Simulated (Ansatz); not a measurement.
Ansatz (a first-principles code) input file for carbonyl sulfide anion (COS), SMILES O=C=S (connectivity only; charge and spin as stated), charge -1, multiplicity 2, PBE-D3(BJ)/def2-TZVPD. 

Ansatz 0.2 input:
```yaml
crystal:
  periodic: [false, false, false]
  atoms:
    - {symbol: O, position_ang: [0.17465665, -1.65097294, 0.00000000]}
    - {symbol: C, position_ang: [-0.38489763, -0.58605013, 0.00000000]}
    - {symbol: S, position_ang: [0.05700829, 1.04525527, 0.00000000]}
basis:
  gaussian:
    orbitals: def2-TZVPD
hamiltonian:
  xc: pbe
  dispersion: d3bj
total_charge: -1
magnetization: {spin_polarized: true, initial_magnetization: 1}
relax: {f_tol: 0.002, max_steps: 200}
```

Output:

```
WARN ansatz: RAYON_NUM_THREADS=1 ignored (pool sized by the plan → 1); use --threads N
Functional definition: PBE
integrals: 0.03 GiB planned
651 factors; their error is unknown
mean field: 0.38 GiB planned
mean field evaluation 1: about -13913.1121 eV, gradient 9.3e0 eV
mean field evaluation 2: about -13908.6638 eV, gradient 3.2e1 eV
mean field evaluation 4: about -13913.5857 eV, gradient 3.7e0 eV
mean field evaluation 8: about -13913.6552 eV, gradient 1.2e-1 eV
mean field evaluation 16: about -13913.6552 eV, gradient 3.9e-5 eV
mean field -13913.65522162 eV, -511.3173983804 hartree, gradient 3.9e-5 eV, S^2 0.753154; 1 other end points of the search recorded, 0 dependent functions left out
the calculation of the forces begins
reference -13913.65525918 eV, -511.3173997607 hartree; 16, 15 occupied and 107, 108 virtual orbitals, 651 factors
relax step   1: F+E_penalty+E_count = -13913.69982210 eV  Δ(F+E_penalty+E_count) = +0.000e0 eV  max|allowed force component| = 1.062e0 eV/Å  Δτ_max = 0.0000 Å  (78 SCF iters, accepted)
these checks for a lower state are left out or cut short: starts, cluster_reference, orbital_swaps, neighbouring_geometries, increment
integrals: 0.03 GiB planned
651 factors; their error is unknown
mean field: 0.38 GiB planned
mean field evaluation 32: about -13913.6708 eV, gradient 4.3e-3 eV
mean field -13913.66464041 eV, -511.3177445145 hartree, gradient 2.5e-5 eV, S^2 0.753204; 0 other end points of the search recorded, 0 dependent functions left out
the calculation of the forces begins
reference -13913.66467811 eV, -511.3177459000 hartree; 16, 15 occupied and 107, 108 virtual orbitals, 651 factors
relax step   2: F+E_penalty+E_count = -13913.70916702 eV  Δ(F+E_penalty+E_count) = -9.345e-3 eV  max|allowed force component| = 2.761e-1 eV/Å  Δτ_max = 0.0102 Å  (34 SCF iters, accepted)
these checks for a lower state are left out or cut short: starts, cluster_reference, orbital_swaps, neighbouring_geometries, increment
integrals: 0.03 GiB planned
651 factors; their error is unknown
mean field: 0.38 GiB planned
mean field -13913.66546257 eV, -511.3177747284 hartree, gradient 2.3e-5 eV, S^2 0.753225; 0 other end points of the search recorded, 0 dependent functions left out
the calculation of the forces begins
reference -13913.66550033 eV, -511.3177761158 hartree; 16, 15 occupied and 107, 108 virtual orbitals, 651 factors
relax step   3: F+E_penalty+E_count = -13913.70995722 eV  Δ(F+E_penalty+E_count) = -7.902e-4 eV  max|allowed force component| = 1.867e-2 eV/Å  Δτ_max = 0.0041 Å  (36 SCF iters, accepted)
these checks for a lower state are left out or cut short: starts, cluster_reference, orbital_swaps, neighbouring_geometries, increment
integrals: 0.03 GiB planned
651 factors; their error is unknown
mean field: 0.38 GiB planned
mean field -13913.66547244 eV, -511.3177750910 hartree, gradient 1.1e-5 eV, S^2 0.753228; 0 other end points of the search recorded, 0 dependent functions left out
the calculation of the forces begins
reference -13913.66551020 eV, -511.3177764788 hartree; 16, 15 occupied and 107, 108 virtual orbitals, 651 factors
relax step   4: F+E_penalty+E_count = -13913.70996429 eV  Δ(F+E_penalty+E_count) = -7.071e-6 eV  max|allowed force component| = 6.090e-3 eV/Å  Δτ_max = 0.0007 Å  (29 SCF iters, accepted)
these checks for a lower state are left out or cut short: starts, cluster_reference, orbital_swaps, neighbouring_geometries, increment
integrals: 0.03 GiB planned
651 factors; their error is unknown
mean field: 0.38 GiB planned
mean field -13913.66547500 eV, -511.3177751851 hartree, gradient 8.2e-5 eV, S^2 0.753227; 0 other end points of the search recorded, 0 dependent functions left out
the calculation of the forces begins
reference -13913.66551276 eV, -511.3177765727 hartree; 16, 15 occupied and 107, 108 virtual orbitals, 651 factors
relax step   5: F+E_penalty+E_count = -13913.70996585 eV  Δ(F+E_penalty+E_count) = -1.557e-6 eV  max|allowed force component| = 1.557e-3 eV/Å  Δτ_max = 0.0004 Å  (25 SCF iters, accepted)
integrals: 0.03 GiB planned
651 factors; their error is unknown
mean field: 0.38 GiB planned
mean field evaluation 64: about -13913.5896 eV, gradient 3.8e0 eV
mean field -13913.66547500 eV, -511.3177751851 hartree, gradient 8.2e-5 eV, S^2 0.753227; 2 other end points of the search recorded, 0 dependent functions left out
the calculation of the forces begins
reference -13913.66551276 eV, -511.3177765727 hartree; 16, 15 occupied and 107, 108 virtual orbitals, 651 factors
Total energy: -13913.71000360 eV, -511.3194115811 hartree
Atom 0 at     0.174984    -1.665449    -0.000000 Å, force     0.001141    -0.000363    -0.000000 eV/Å
Atom 1 at    -0.383648    -0.583255     0.000000 Å, force    -0.001557     0.001163     0.000000 eV/Å
Atom 2 at     0.055431     1.056936     0.000000 Å, force     0.000416    -0.000800     0.000000 eV/Å
Dipole moment:    -0.036189    -0.064703     0.000000 e Å
```

The calculation finished and met its thresholds.

Cost: roughly 15 core-seconds.
